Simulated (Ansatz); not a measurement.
# Relaxing CsTa

Computed with Ansatz 0.2.0, DFT PBE, scalar-relativistic, plane waves, PAW. Cutoff 420 eV, Γ-centred k mesh, Gaussian smearing, no spin polarisation in the final step.

CsTa was placed on the CuAu (L1_0) structure type (P4/mmm, No. 123), with Cs in place of Cu, Ta in place of Au, at a guessed volume.

```xyz
2
Lattice="3.6746 0.0000 0.0000 0.0000 3.6746 0.0000 0.0000 0.0000 4.8163" Properties=species:S:1:pos:R:3 pbc="T T T"
Cs    1.8373    1.8373    2.4082
Ta    0.0000    0.0000    0.0000
```

Cell and atoms relax at zero pressure; the relaxation can't lower the symmetry of the start.

Formation energies are uncorrected and refer to the elements' standard structures at the same level.

**Question.** What does it relax into?

**Answer.** It keeps P4/mmm (No. 123), but not the shape of the type it started on. Conventional cell: a = 3.085 Å, c = 6.617 Å. Around Cs lie 4 Cs at 3.08 Å; Ta is coordinated by 4 Ta at 3.08 Å.

```
Cs Ta
1.0
     3.08457    0.00000    0.00000
     0.00000    3.08457    0.00000
     0.00000    0.00000    6.61696
Cs Ta
1 1
Cartesian
  1.5423 1.5423 3.3085
  0.0000 0.0000 0.0000
```

**Question.** What are its volume, energy, density and gap?

**Answer.** The volume per atom is 31.48 Å³, the density is 8.28 g/cm³ and the energy over the elements is 2.09 eV/atom. The gap on the 16×16×12 mesh is 0 eV (a metal).

The final run used a 16×16×12 mesh on its 2-atom cell and 0.10 eV smearing. For metals, differences of a few meV/atom aren't resolved. Spin–orbit coupling is left out. A structure relaxed within its symmetry needn't be a true minimum. The steps took about 5 core-minutes in all.